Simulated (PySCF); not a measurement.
Electric properties by functional and basis

Species: 1-butyne, C4H6.
SMILES: `C#CCC`

PySCF, dipoles from the SCF density, polarisabilities from static response with core orbitals frozen. Isolated species at its PBE0-D3(BJ)/def2-SVP geometry, gas phase.

Problem. How do dipole and polarisability depend on functional and basis here?

Solution. 

```
            level  μ (D)  error (%)  α (au)  error (%)  anisotropy (au)
wB97X-D/def2-SVPD  0.817       +4.5   48.26       -3.5            24.00
LC-wPBE/def2-SVPD  0.793       +1.4   46.67       -6.7            23.28
      PBE0/6-31G*  0.694      -11.2   38.04      -23.9            28.93
     PBE0/6-31+G*  0.807       +3.2   44.09      -11.8            27.83
    PBE0/def2-SVP  0.767       -2.0   40.22      -19.6            28.57
 PBE0/aug-cc-pVDZ  0.859       +9.8   49.63       -0.7            25.49
   PBE0/def2-TZVP  0.841       +7.6   46.23       -7.5            27.15
  PBE0/def2-TZVPD  0.852       +8.9   49.62       -0.8            25.18
```

Reference dipole: 0.782 D (measured, gas; NIST CCCBDB Release 22 (SRD 101), experimental dipoles). Reference polarisability: 7.410 Å³ (measured, gas; NIST CCCBDB Release 22 (SRD 101), experimental polarizabilities). The anisotropy is √(½[(α1 − α2)² + (α2 − α3)² + (α3 − α1)²]). For the dipole, the smallest error is 1.4% (LC-wPBE/def2-SVPD) and the largest 11.2% (PBE0/6-31G*). For the polarisability, the smallest error is 0.7% (PBE0/aug-cc-pVDZ) and the largest 23.9% (PBE0/6-31G*). The dipole runs from 0.69 D (PBE0/6-31G*) to 0.86 D (PBE0/aug-cc-pVDZ). With PBE0 the polarisability is 41.49 au without diffuse functions (mean of 6-31G*, def2-SVP and def2-TZVP) and 47.78 au with them (mean of 6-31+G*, aug-cc-pVDZ and def2-TZVPD). Measured values can belong to vibrating molecules and may average over conformers; the computed ones are for one fixed geometry.
